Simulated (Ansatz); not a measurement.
Process, species as SMILES: F[SiH2]F + 2 [H][H] (H2) → 2 F (HF) + [SiH4] (SiH4)
B3LYP-D3(BJ)/def2-TZVP geometries, fixed; electronic energies without zero-point terms.

Basis-set convergence of the energy of full hydrogenation at wB97M-V with Ansatz (a first-principles code). Cartesian d functions, on some or all atoms, in 6-31G*, 6-31+G*, 6-311G**, 6-311+G**; all else is spherical. The program fits the integrals of some runs and decomposes those of others, by size. The functional holds VV10 correlation; no added dispersion term, no relativity. Functions are those of the species that has most. Reference: the value in aug-pcseg-3, 57.26 kcal/mol, itself unsure by roughly 0.47 kcal/mol (its mean distance from aug-cc-pV(Q+d)Z, cc-pV(5+d)Z, def2-QZVPPD). Deviations are taken from unrounded values.

```
basis            functions  energy of full hydrogenation (kcal/mol)
---------------  ---------  ---------------------------------------
6-31G*                  53                                    72.57
6-31+G*                 65                                    56.00
def2-SVP                56                                    54.99
def2-SVPD               86                                    39.22
pcseg-1                 56                                    51.54
aug-pcseg-1             91                                    44.73
cc-pV(D+d)Z             61                                    55.45
aug-cc-pV(D+d)Z         96                                    43.24
6-311G**                75                                    54.03
6-311+G**               87                                    43.52
def2-TZVP              111                                    59.99
def2-TZVPD             141                                    56.66
pcseg-2                122                                    56.39
aug-pcseg-2            188                                    56.00
cc-pV(T+d)Z            127                                    61.06
aug-cc-pV(T+d)Z        193                                    56.20
def2-TZVPP             132                                    57.73
def2-TZVPPD            162                                    55.31
cc-pV(Q+d)Z            234                                    59.44
aug-cc-pV(Q+d)Z        341                                    56.84
def2-QZVPP             244                                    57.55
def2-QZVPPD            274                                    56.75
pcseg-3                250                                    57.30
aug-pcseg-3            357                                    57.26
```

What the diffuse functions change, pair by pair:
- 6-31G* to 6-31+G*: 12 more functions, deviation 15.31 to -1.26 kcal/mol
- def2-SVP to def2-SVPD: 30 more functions, deviation -2.27 to -18.04 kcal/mol
- pcseg-1 to aug-pcseg-1: 35 more functions, deviation -5.72 to -12.53 kcal/mol
- cc-pV(D+d)Z to aug-cc-pV(D+d)Z: 35 more functions, deviation -1.81 to -14.02 kcal/mol
- 6-311G** to 6-311+G**: 12 more functions, deviation -3.23 to -13.74 kcal/mol
- def2-TZVP to def2-TZVPD: 30 more functions, deviation 2.73 to -0.60 kcal/mol
- pcseg-2 to aug-pcseg-2: 66 more functions, deviation -0.87 to -1.26 kcal/mol
- cc-pV(T+d)Z to aug-cc-pV(T+d)Z: 66 more functions, deviation 3.80 to -1.06 kcal/mol
- def2-TZVPP to def2-TZVPPD: 30 more functions, deviation 0.47 to -1.95 kcal/mol
- cc-pV(Q+d)Z to aug-cc-pV(Q+d)Z: 107 more functions, deviation 2.18 to -0.42 kcal/mol
- def2-QZVPP to def2-QZVPPD: 30 more functions, deviation 0.29 to -0.51 kcal/mol
- pcseg-3 to aug-pcseg-3: 107 more functions, deviation 0.03 to 0.00 kcal/mol

Leaving out the reference's own pair, they bring the value nearer the reference by more than 0.47 kcal/mol in 4 of 11 pairs.
